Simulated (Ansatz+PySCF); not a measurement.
Values are calculated unless marked as measured or tabulated.
## PySCF 2.14.0 run

```python
from pyscf import gto, scf

mol = gto.M(atom="""
N 0.000000 0.000000 -0.471050
H 0.000000 0.000000 3.297370
B 30.000000 0.000000 -0.208730
H 30.000000 0.000000 1.043630
""", basis='6-31g', charge=0, spin=2)
mf = scf.ROHF(mol)
mf.init_guess = 'atom'
mf.kernel()
while True:  # follow internal instabilities
    mo, _, stable, _ = mf.stability(return_status=True)
    if stable: break
    mf.kernel(mf.make_rdm1(mo, mf.mo_occ))
print(mf.converged, mf.e_tot, mf.spin_square()[0])
```

The script is written out from the run's settings.

The run gave:

| Quantity | Value |
| --- | --- |
| Converged | yes |
| Total energy | -79.84907 hartree |
| Spin squared of the determinant | 2.000 |

Caution: this determinant is likely not that of the ground state; an unrestricted determinant lies well below.
